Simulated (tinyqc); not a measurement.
Worked calculation: Pariser-Parr-Pople SCF with singles CI, for the molecule NC=CCl (SMILES; centres numbered as the heavy atoms are written). Computed by tinyqc, a small Python program that keeps every step. Settings: charge = 0, gamma = MN, start = huckel, damping = 0, iteration cap = 58, excitations kept = 9. Command: `OMP_NUM_THREADS=1 python tinyqc.py 31895 31896 out.jsonl` (the two numbers bound the seeds that draw the settings). One thread of a shared host (Intel(R) Xeon(R) Processor @ 2.60GHz), about 0.01 s of CPU time with the checks. Later iterations appear only in the table of the cycle.

## PPP integrals

Centres (angstrom, eV; a flat drawing with bonds scaled to 1.40 angstrom):
```
centre        x        y  core charge z        W  gamma_rr
1N       1.8480  -0.1270              2  25.6000   16.8000
2C       0.5590   0.4210              1  11.1600   11.1300
3C      -0.5590  -0.4210              1  11.1600   11.1300
4Cl     -1.8480   0.1270              2  26.0000   13.0000
```

Resonance integrals (eV):
```
i  j     beta
1  2  -2.5000
2  3  -2.6600
3  4  -1.7700
```

Mataga-Nishimoto: gamma = 14.399645/(R + a), a = 2 x 14.399645/(gamma_rr + gamma_ss); H_rr = -W_r - sum_(s != r) z_s gamma_rs; H_rs = beta for bonds.

repulsion gamma_rs (eV), lower triangle:
```
          1N       2C       3C      4Cl
1N   16.8000
2C    5.9215  11.1300
3C    4.1665   5.3463  11.1300
4Cl   3.0827   3.9796   5.5508  13.0000
```

core matrix H (eV), lower triangle:
```
           1N        2C        3C       4Cl
1N   -41.8534
2C    -2.5000  -36.3084
3C     0.0000   -2.6600  -35.9410
4Cl    0.0000    0.0000   -1.7700  -41.6957
```

## Starting guess

pi electrons, sum of z_r less the charge = 6

Orbitals of the Hueckel matrix of the beta values.

P at the start, lower triangle:
```
          1N       2C      3C     4Cl
1N    1.6426
2C    0.5567   1.1327
3C   -0.4792   0.7465  1.3574
4Cl   0.2178  -0.3393  0.2921  1.8673
```

## Iteration 1: Fock matrix

F_rr = H_rr + P_rr gamma_rr / 2 + sum_(s != r) P_ss gamma_rs; F_rs = H_rs - P_rs gamma_rs / 2; E = tr P (H + F) / 2 + core repulsion sum_(r<s) z_r z_s gamma_rs.

F (eV), lower triangle:
```
          1N       2C       3C       4Cl
1N   -9.9361
2C   -4.1483  -5.5901
3C    0.9984  -4.6556  -5.1224
4Cl  -0.3357   0.6751  -2.5806  -12.4525
```

pi energy = -98.9892 eV

## Iteration 1: orbitals and new P

Diagonalise F (the basis is taken as orthonormal) and form P = 2 sum c c over the lowest orbitals.

orbital energies (eV): -13.5827  -12.5243  -7.9518  0.9577

P after iteration 1, lower triangle:
```
          1N       2C      3C     4Cl
1N    1.7932
2C    0.4352   1.0840
3C   -0.4124   0.8679  1.1776
4Cl   0.1065  -0.2240  0.2123  1.9452
```

## Iteration 2: Fock matrix

As before.

F (eV), lower triangle:
```
          1N       2C       3C       4Cl
1N   -9.4687
2C   -3.7886  -5.6207
3C    0.8592  -4.9801  -5.3234
4Cl  -0.1641   0.4458  -2.3592  -12.6736
```

pi energy = -99.7196 eV

## Iteration 2: orbitals and new P

As before.

orbital energies (eV): -13.6696  -12.1707  -8.1141  0.8681

P after iteration 2, lower triangle:
```
          1N       2C      3C     4Cl
1N    1.8116
2C    0.4203   1.0623
3C   -0.3967   0.8851  1.1647
4Cl   0.0852  -0.1902  0.1795  1.9614
```

## Convergence

Stop when output and input P, before any damping, agree to 1e-7.

Course of the cycle:
```
iteration      E (eV)  largest |P(out) - P(in)|
1          -98.989197                  1.80e-01
2          -99.719622                  3.39e-02
3          -99.754474                  1.03e-02
4          -99.757146                  3.16e-03
5          -99.757372                  9.67e-04
6          -99.757392                  2.97e-04
7          -99.757393                  9.10e-05
8          -99.757394                  2.79e-05
9          -99.757394                  8.56e-06
10         -99.757394                  2.62e-06
11         -99.757394                  8.05e-07
12         -99.757394                  2.47e-07
13         -99.757394                  7.57e-08
```

Converged in 13 iterations.

## Converged orbitals

Charges are z - P_rr.

orbital energies (eV): -13.6305  -12.1421  -8.1492  0.8182

coefficients:
```
        MO1      MO2      MO3      MO4
1N   0.2349   0.6746   0.6308  -0.3031
2C   0.3238   0.5378  -0.3656   0.6872
3C   0.3963   0.1605  -0.6305  -0.6478
4Cl  0.8264  -0.4794   0.2663   0.1275
```

pi charges: 1N 0.1837, 2C -0.0555, 3C -0.1607, 4Cl 0.0325

## Singles CI, singlets

Over the 3 single excitations with the smallest orbital gaps: A = (e_a - e_i) delta + 2 (ia|jb) - (ij|ab), with (pq|rs) = sum c_mp c_mq gamma_mn c_nr c_ns. f = 2/3 w |mu|^2 in atomic units, mu = sqrt2 sum c_ia sum_m c_mi c_ma R_m.

singlet CI matrix (eV), lower triangle:
```
         3>4     2>4      1>4
3>4   6.1699
2>4  -0.3242  9.0041
1>4  -0.4692  0.2725  10.2597
```

singlet excitation energies (eV): 6.0874  8.9640  10.3824

oscillator strengths: 0.6956  0.0575  0.1622

## Singles CI, triplets

Over the 3 single excitations with the smallest orbital gaps: A = (e_a - e_i) delta - (ij|ab), with (pq|rs) = sum c_mp c_mq gamma_mn c_nr c_ns.

triplet CI matrix (eV), lower triangle:
```
        3>4      2>4     1>4
3>4  2.0594
2>4  0.3590   6.5427
1>4  0.9313  -1.0089  8.8438
```

triplet excitation energies (eV): 1.8808  6.2634  9.3017
